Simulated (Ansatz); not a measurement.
# C₄H₁₀S: how energies converge with the basis set

One table from this session's results is given with a row withheld; the runs are named, their logs left out.

Method: one geometry, several basis sets; program: Ansatz 0.2.0, Gaussian basis.

Levels to be run: PBE0-D4/def2-SVP; ωB97M-V/def2-SVP; PBE0-D4/def2-QZVPP; ωB97M-V/def2-QZVPP; the functionals' def2-TZVPP values are taken from earlier runs.

## The relaxed structure

The geometry comes from an earlier relaxation with PBE0-D4 in a triple-zeta def2 set; it is a stationary point, not always the lowest conformer.

SMILES `CCSCC`, 15 atoms, charge 0, spin multiplicity 1.

Atoms are counted from 1 here; the program's logs count them from 0.

Bond lengths: C1–C2 1.515 Å, C1–H6 1.092 Å, C1–H7 1.094 Å, C1–H8 1.092 Å, C2–S3 1.806 Å, C2–H9 1.093 Å, C2–H10 1.093 Å, S3–C4 1.806 Å, C4–C5 1.515 Å, C4–H11 1.093 Å, C4–H12 1.093 Å, C5–H13 1.092 Å, C5–H14 1.092 Å, C5–H15 1.094 Å. Angles: C2–C1–H6 110.9°, C2–C1–H7 110.5°, C2–C1–H8 111.6°, H6–C1–H7 108.5°, H6–C1–H8 107.9°, H7–C1–H8 107.4°, C1–C2–S3 114.8°, C1–C2–H9 110.6°, C1–C2–H10 111.2°, S3–C2–H9 103.6°, S3–C2–H10 109.5°, H9–C2–H10 106.5°, C2–S3–C4 102.2°, S3–C4–C5 114.8°, S3–C4–H11 109.5°, S3–C4–H12 103.6°, C5–C4–H11 111.2°, C5–C4–H12 110.6° and more.

The first run:

File in.yaml:

```yaml
crystal:
  periodic: [false, false, false]
  atoms:
    - {symbol: C, position_ang: [-1.973490, 0.077193, -0.225231]}
    - {symbol: C, position_ang: [-0.909315, -0.781078, -0.878877]}
    - {symbol: S, position_ang: [0.234835, -1.576876, 0.269931]}
    - {symbol: C, position_ang: [1.046625, -0.160138, 1.041926]}
    - {symbol: C, position_ang: [1.852070, 0.706015, 0.094624]}
    - {symbol: H, position_ang: [-2.543043, -0.499261, 0.506191]}
    - {symbol: H, position_ang: [-2.666844, 0.464922, -0.977078]}
    - {symbol: H, position_ang: [-1.537198, 0.936181, 0.289360]}
    - {symbol: H, position_ang: [-1.365737, -1.620413, -1.409880]}
    - {symbol: H, position_ang: [-0.344159, -0.212860, -1.622027]}
    - {symbol: H, position_ang: [0.307136, 0.431750, 1.587237]}
    - {symbol: H, position_ang: [1.697158, -0.614708, 1.793546]}
    - {symbol: H, position_ang: [2.597867, 0.111828, -0.436775]}
    - {symbol: H, position_ang: [1.214438, 1.188959, -0.649147]}
    - {symbol: H, position_ang: [2.367856, 1.497688, 0.645600]}
basis:
  gaussian: {orbitals: def2-SVP}
hamiltonian: {xc: pbe0, dispersion: d4}
output: {orbitals: {seedname: orbitals}}
```

Steps of the session up to this table: PBE0-D4 in def2-SVP; ωB97M-V in def2-SVP; PBE0-D4 in def2-QZVPP; ωB97M-V in def2-QZVPP.

One of the session's tables, all rows but one given; the rest of the session is left out.

It belongs to the step «Density functionals: the series». 

```
functional       basis  HOMO (eV)  LUMO (eV)
   PBE0-D4    def2-SVP      -6.10       1.56
   PBE0-D4  def2-TZVPP      -6.21       1.05
   PBE0-D4  def2-QZVPP      -6.24       0.60
   ωB97M-V    def2-SVP      -8.32       3.22
   ωB97M-V  def2-TZVPP          ?          ?
   ωB97M-V  def2-QZVPP      -8.47       1.80
```

Q: Estimate the row for ωB97M-V, def2-TZVPP from the others.

The run gave: HOMO (eV): -8.44; LUMO (eV): 2.52. In the column «HOMO (eV)» it lies between ωB97M-V, def2-QZVPP (-8.47) and ωB97M-V, def2-SVP (-8.32).
